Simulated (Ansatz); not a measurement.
# CH₂BS+ (SMILES B1[CH+]S1): one structure at several levels

The task here is to estimate one member of a computed series from the others.

Computed with Ansatz 0.2.0, Gaussian basis. Level: single points in def2-TZVPP.

Cores are frozen in the correlated methods.

### The system as given

SMILES `B1[CH+]S1`, 5 atoms, charge 1, spin multiplicity 1.

Atoms are counted from 1 here; the program's logs count them from 0.

Bond lengths: B1–C2 1.502 Å, B1–S3 1.790 Å, B1–H4 1.185 Å, C2–S3 1.634 Å, C2–H5 1.137 Å. Angles: C2–B1–S3 58.8°, C2–B1–H4 156.2°, S3–B1–H4 145.1°, B1–C2–S3 69.5°, B1–C2–H5 150.6°, S3–C2–H5 138.5°, B1–S3–C2 51.8°.

Geometry (Å):

```
B    -0.1136   -0.7531   -0.2424
C    -0.0663    0.6988    0.1379
S     1.1418   -0.1245    0.8684
H    -0.5186   -1.7128   -0.8065
H    -0.3777    1.7790   -0.0344
```

Set-up of the first run:

The input, run/in.yaml:

```yaml
crystal:
  periodic: [false, false, false]
  atoms:
    - {symbol: B, position_ang: [-0.113600, -0.753100, -0.242400]}
    - {symbol: C, position_ang: [-0.066300, 0.698800, 0.137900]}
    - {symbol: S, position_ang: [1.141800, -0.124500, 0.868400]}
    - {symbol: H, position_ang: [-0.518600, -1.712800, -0.806500]}
    - {symbol: H, position_ang: [-0.377700, 1.779000, -0.034400]}
basis:
  gaussian: {orbitals: def2-TZVPP}
total_charge: 1
correlation: {method: ccsd_t}
output: {forces: true}
```

The command line of these runs was not kept.

Steps of the session up to this table: CCSD(T)/def2-TZVPP; PBE0-D4/def2-TZVPP; wB97M-V/def2-TZVPP; r2SCAN-D4/def2-TZVPP; PBE-D4/def2-TZVPP; r2SCANh-D4/def2-TZVPP; r2SCAN0-D4/def2-TZVPP.

One table of the session follows, with a row left open; its other results are not shown here.

| method | RMS force component (eV/Å) | angle to CCSD(T) forces (°) |
| --- | --- | --- |
| CCSD(T) | 0.819 | reference |
| PBE0-D4 | 0.610 | 19.1 |
| wB97M-V | ? | ? |
| r2SCAN-D4 | 0.670 | 11.1 |
| PBE-D4 | 0.710 | 8.2 |
| r2SCANh-D4 | 0.646 | 16.8 |
| r2SCAN0-D4 | 0.625 | 26.3 |

Estimate the missing values for wB97M-V.

As computed: RMS force component (eV/Å): 0.633; angle to CCSD(T) forces (°): 20.0. In the column «RMS force component (eV/Å)» it lies between r2SCAN0-D4 (0.625) and r2SCANh-D4 (0.646).
